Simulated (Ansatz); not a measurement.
# CH8OSi: the cost of one run

Program: Ansatz 0.2.0. Level of theory: RKS LDA/def2-mTZVP. These are calculated values, not measurements.

### 1 The structure to begin with

Bond lengths: Si1–O2 2.030 Å, O2–C3 1.420 Å, C3–H4 1.110 Å, C3–H5 1.110 Å, C3–H6 1.110 Å, Si1–H7 1.460 Å, Si1–H8 1.459 Å, Si1–H9 1.459 Å. Angles: Si1–O2–C3 125.0°, O2–Si1–H7 109.5°, O2–Si1–H8 109.5°, O2–Si1–H9 109.5°, H7–Si1–H8 109.5°, H7–Si1–H9 109.5°, H8–Si1–H9 109.5°, O2–C3–H4 109.5°, O2–C3–H5 109.5°, O2–C3–H6 109.5°, H4–C3–H5 109.4°, H4–C3–H6 109.4°, H5–C3–H6 109.4°.

Coordinates:

```xyz
11

Si    0.0000    0.0000    0.0000
O     0.0000    0.0000    2.0300
C    -1.1112   -0.3437    2.8445
H    -1.8140   -0.9775    2.2643
H    -0.7584   -0.9037    3.7356
H    -1.6313    0.5809    3.1712
H     1.3768    0.0000   -0.4862
H    -0.6877    1.1914   -0.4862
H    -0.6877   -1.1914   -0.4862
H     0.9186   -1.3949    0.5550
H     0.7199   -1.0931    1.4744
```

### 2 A restrained relaxation towards end A

Springs on the bonds that form and break draw the guess towards this end; the thresholds are loose.

Input file input.yaml:

```yaml
crystal:
  periodic: [false, false, false]
  atoms:
    - { symbol: Si, position_ang: [0.0, 0.0, 0.0] }
    - { symbol: O, position_ang: [0.0, 0.0, 2.03] }
    - { symbol: C, position_ang: [-1.1112, -0.3437, 2.8445] }
    - { symbol: H, position_ang: [-1.814, -0.9775, 2.2643] }
    - { symbol: H, position_ang: [-0.7584, -0.9037, 3.7356] }
    - { symbol: H, position_ang: [-1.6313, 0.5809, 3.1712] }
    - { symbol: H, position_ang: [1.3768, 0.0, -0.4862] }
    - { symbol: H, position_ang: [-0.6877, 1.1914, -0.4862] }
    - { symbol: H, position_ang: [-0.6877, -1.1914, -0.4862] }
    - { symbol: H, position_ang: [0.9186, -1.3949, 0.555] }
    - { symbol: H, position_ang: [0.7199, -1.0931, 1.4744] }
basis:
  gaussian: { orbitals: def2-mTZVP }
hamiltonian:
  xc: lda
relax:
  f_tol: 0.15
  max_steps: 25
  restrain:
    - { distance: [0, 9], at: 2.66, k: 30.0 }
    - { distance: [10, 1], at: 2.21, k: 30.0 }
    - { distance: [0, 1], at: 1.68, k: 30.0 }
    - { distance: [10, 9], at: 0.66, k: 30.0 }
```

Run with:

```sh
ansatz run input.yaml --threads 2 --pin off --max-ram 3072MiB --backend cpu --events-out ev --progress --plain --runs-dir out
```

**Question.** How long does this run take on 2 threads of Arm Neoverse V2, shared host, and how much memory does it need?

About 13 s, with a peak of 0.15 GiB.
